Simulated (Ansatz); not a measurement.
# bcc W

Level of theory: r²SCAN in Ansatz (PAW).

Settings: plane-wave cutoff 600 eV, 16×16×16 k mesh, Fermi–Dirac smearing 0.1 eV, finite displacements, force constants from a 4×4×4 q mesh, no spin polarisation, scalar-relativistic PAW data made under PBE.

Cell: relaxed at this level.

```yaml
zero_point_energy: 0.030 eV/atom
```

Spin–orbit coupling is not included.

Ansatz is an electronic-structure program.
